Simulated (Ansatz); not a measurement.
Worked example: correlation energy of H3Si–CH3, singlet

Geometry: displaced at random from a stationary point.

```xyz
8

Si   -0.5986    0.0008    0.0084
C     1.2717   -0.0067   -0.0040
H    -1.0846    1.4334   -0.0397
H    -1.1769   -0.7218    1.1875
H    -1.2209   -0.6964   -1.2747
H     1.6309   -1.0263   -0.0352
H     1.6701    0.5653    0.8623
H     1.7072    0.5037   -0.8869
```

Basis cc-pVDZ; Ansatz 0.2.0. Only valence electrons are correlated (noble-gas cores frozen), which leaves 14 electrons in 56 orbitals. Prefix R: restricted or restricted open-shell reference.

Full CI isn't at hand for all of this; RCCSDT(Q) serves as the reference, and is uncertain by about the last step of the cluster series.

Runs differ by some tens of microhartree through their thresholds, so steps under 0.03 kcal/mol mean nothing.

```
    level  total energy (hartree)
      RHF             -330.285939
     RMP2             -330.545458
    RCCSD             -330.588790
 RCCSD(T)             -330.595967
   RCCSDT             -330.596856
RCCSDT(Q)             -330.597188
```

What is the correlation energy at RCCSDT(Q), and what share of it do RMP2 and RCCSD(T) recover?

E(corr) = -330.597188 − (-330.285939) = -0.311249 hartree = -8.470 eV. RMP2: -0.259519 / -0.311249 = 83.38 %. RCCSD(T): -0.310028 / -0.311249 = 99.61 %.

By how many kcal/mol does RCCSD(T) miss RCCSDT(Q) (1 hartree = 627.509 kcal/mol), and which steps make up the rest?

-330.595967 − (-330.597188) = 0.001221 hartree = 0.77 kcal/mol. Steps: RCCSDT − RCCSD(T) = -0.56, RCCSDT(Q) − RCCSDT = -0.21 kcal/mol. That is within 1 kcal/mol of the reference in this basis, which itself misses far more of the correlation at the basis-set limit.
